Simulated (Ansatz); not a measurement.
Geometry optimisation, Ansatz 0.2.0, RKS PBE-D4/def2-SVP.

Input file:

```yaml
crystal:
  periodic: [false, false, false]
  atoms:
    - { symbol: B, position_ang: [-0.7808, 0.5932, -0.6566] }
    - { symbol: "N", position_ang: [-0.1967, 0.3592, 0.6869] }
    - { symbol: B, position_ang: [0.6213, -0.8944, 0.5329] }
    - { symbol: H, position_ang: [-0.48148, -0.52472, 0.40593] }
    - { symbol: H, position_ang: [-0.4626, 1.5445, -1.3421] }
    - { symbol: H, position_ang: [0.4667, 1.1658, 0.8756] }
    - { symbol: H, position_ang: [1.8612, -0.8237, 0.5627] }
    - { symbol: H, position_ang: [0.1752, -1.93, 0.3793] }
basis:
  gaussian: { orbitals: def2-SVP }
hamiltonian:
  xc: pbe
  dispersion: d4
relax:
  f_tol: 0.02
  max_steps: 50
```

Launched with:

```bash
$ ansatz run input.yaml --threads 1 --pin off --max-ram 2048MiB --backend cpu --events-out ev --progress --plain --runs-dir out
```

**Question.** Where does it end, and by what steps?

**Answer.** The forces met the threshold. After 16 steps the energy has fallen by 6.003 eV; H4 moved furthest, 1.07 Å. The start is strongly strained (largest force component 10 eV/Å), so its close contacts needn't be bonds. Parted: B3–H4. Joined: B1–B3.

```tsv
step	energy less start (eV)	largest force component (eV/Å)	accepted
0	0.0000	9.816	yes
1	-1.5986	4.470	yes
2	-2.7298	2.409	yes
3	-3.3903	1.257	yes
4	-3.9321	0.994	yes
5	-4.4816	1.568	yes
6	-5.0191	1.931	yes
7	-5.6000	1.297	yes
8	-5.8682	0.914	yes
9	-5.9505	0.709	yes
10	-5.9916	0.325	yes
11	-5.9936	0.348	yes
12	-5.9752	0.448	no
13	-6.0023	0.044	yes
14	-6.0027	0.037	yes
15	-6.0027	0.045	yes
16	-6.0030	0.017	yes
```

```xyz
8
Properties=species:S:1:pos:R:3
B -0.095 0.315 -0.741
N -0.233 0.380 0.764
B 0.649 -0.910 -0.002
H -1.051 -0.067 1.187
H -0.244 1.254 -1.491
H 0.068 1.193 1.319
H 1.857 -0.695 -0.010
H 0.253 -1.979 0.418
```

Whether the end is a true minimum wasn't checked by a vibrational analysis.

Time of the run: 23 s on 1 CPU thread of a shared host.
